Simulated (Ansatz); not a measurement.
# HF/3-21G run of SiCl2 (SMILES Cl[Si]Cl)

What is the vertical singlet–triplet gap of SiCl2 at HF/3-21G? 

Program for the calculation: Ansatz 0.2.0.

37 further runs of the same task are left out: 1 that didn't finish, 36 set aside as unsound or not needed.

**1. The structure to begin with**

The species is SiCl2 (3 atoms), meant as a singlet with charge 0. SMILES: `Cl[Si]Cl`. Geometry: relaxed at PBE0-D4/def2-TZVP.

Bond lengths: Cl1–Si2 2.077 Å, Si2–Cl3 2.077 Å. Angles: Cl1–Si2–Cl3 101.3°.

**2. The energy at HF/3-21G**

The input, input.yaml:

```yaml
crystal:
  periodic: [false, false, false]
  atoms:
    - symbol: Cl
      position_ang: [0.293800, 1.603800, 0.338000]
    - symbol: Si
      position_ang: [-0.770100, -0.010400, -0.422000]
    - symbol: Cl
      position_ang: [0.476300, -1.593400, 0.084000]
basis:
  gaussian:
    orbitals: 3-21G.json
hamiltonian:
  xc: hf
accuracy: high
output:
  orbitals: {seedname: orbitals}
```

The basis set 3-21G is read from a file made from the Basis Set Exchange's data (not shown).

Command:

```console
ansatz run input.yaml --threads 1 --pin off --max-ram 3480MiB --events-out events.jsonl --progress --plain --runs-dir runs
```

What it wrote:

```text
Warning: RAYON_NUM_THREADS=1 ignored (pool sized by the plan → 1); use --threads N
Functional definition: HF
  name "HF"
  exchange = exact_x
  correlation = 0
815 factors; integrals over basis functions are off by at most 3.5e-9 eV
mean field evaluation 1: about -32708.4494 eV, gradient 1.5e1 eV
mean field evaluation 2: about -32708.4537 eV, gradient 1.5e1 eV
mean field evaluation 4: about -32709.3666 eV, gradient 8.2e-1 eV
mean field evaluation 8: about -32709.3733 eV, gradient 1.5e-3 eV
mean field -32709.37329596 eV, -1202.0472974171 hartree, gradient 7.3e-8 eV, S^2 0.000000; 0 other end points of the search recorded, 0 dependent functions left out
reference -32709.37329596 eV, -1202.0472974171 hartree; 24, 24 occupied and 15, 15 virtual orbitals, 815 factors
Total energy: -32709.37329596 eV, -1202.0472974171 hartree
```

Wall time 0.4 s (1 thread of Arm Neoverse V1, shared host).

**3. The triplet at the same level**

The input, input.yaml:

```yaml
crystal:
  periodic: [false, false, false]
  atoms:
    - {symbol: Cl, position_ang: [0.293800, 1.603800, 0.338000]}
    - {symbol: Si, position_ang: [-0.770100, -0.010400, -0.422000]}
    - {symbol: Cl, position_ang: [0.476300, -1.593400, 0.084000]}
basis:
  gaussian:
    orbitals: 3-21G.json
magnetization:
  spin_polarized: true
  initial_magnetization: 2
hamiltonian:
  xc: hf
accuracy: high
output:
  orbitals: {seedname: orbitals}
```

The basis set 3-21G is read from a file made from the Basis Set Exchange's data (not shown).

Command:

```console
ansatz run input.yaml --threads 1 --pin off --max-ram 3480MiB --events-out events.jsonl --progress --plain --runs-dir runs
```

What it wrote:

```text
Warning: RAYON_NUM_THREADS=1 ignored (pool sized by the plan → 1); use --threads N
[... 4 set-up lines as earlier in the session ...]
815 factors; integrals over basis functions are off by at most 3.5e-9 eV
mean field evaluation 1: about -32706.5556 eV, gradient 1.0e1 eV
mean field evaluation 2: about -32706.5616 eV, gradient 1.0e1 eV
mean field evaluation 4: about -32707.6571 eV, gradient 1.5e0 eV
mean field evaluation 8: about -32707.7263 eV, gradient 2.0e-2 eV
mean field evaluation 16: about -32707.7279 eV, gradient 1.9e-8 eV
mean field -32707.72786807 eV, -1201.9868290574 hartree, gradient 1.9e-8 eV, S^2 2.004622; 0 other end points of the search recorded, 0 dependent functions left out
reference -32707.72786807 eV, -1201.9868290574 hartree; 25, 23 occupied and 14, 16 virtual orbitals, 815 factors
Total energy: -32707.72786807 eV, -1201.9868290574 hartree
```

Run time: 0.6 s. Hardware: 1 thread of Arm Neoverse V1, shared host; peak memory 0.11 GiB.

**4. Results**

At HF/3-21G:

```
                                        quantity           value
                           singlet: total energy  -1202.04730 Eh
                            singlet: HOMO energy       -10.67 eV
                            singlet: LUMO energy        -0.50 eV
                          singlet: HOMO–LUMO gap        10.17 eV
                           triplet: total energy  -1201.98683 Eh
     triplet: HOMO energy (highest over α and β)        -8.97 eV
      triplet: LUMO energy (lowest over α and β)        -1.92 eV
                                   triplet: ⟨S²⟩           2.005
vertical energy of the triplet above the singlet        1.645 eV
```

In words: At this shape the triplet lies 1.65 eV (159 kJ/mol) above the singlet.
